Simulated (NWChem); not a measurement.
Species: H, doublet

All runs: NWChem. Spin-unrestricted. Medium grid unless said otherwise, to which SCAN and Minnesota functionals are sensitive. No stability test was run on the SCF state. Total energies of different functionals are on different scales.

| level | energy (Ha) | highest occupied level (eV) | lowest empty minus highest occupied level, either spin (eV) | <S²> |
|---|---|---|---|---|
| B3LYP/def2-SVP | -0.5013 | -8.69 | 8.27 | 0.750 |
| PBE/def2-SVP | -0.4986 | -7.48 | 7.35 | 0.750 |
| M06-2X/def2-SVP | -0.4974 | -10.21 | 12.18 | 0.750 |
| MN15/def2-SVP | -0.4954 | -9.31 | 9.60 | 0.750 |
| B3PW91/def2-SVP | -0.5032 | -8.82 | 8.17 | 0.750 |
| M05-2X/def2-SVP | -0.4990 | -10.40 | 12.39 | 0.750 |
| MPW1K/def2-SVP | -0.5036 | -10.25 | 9.92 | 0.750 |
| BLYP/def2-SVP | -0.4964 | -7.28 | 7.20 | 0.750 |
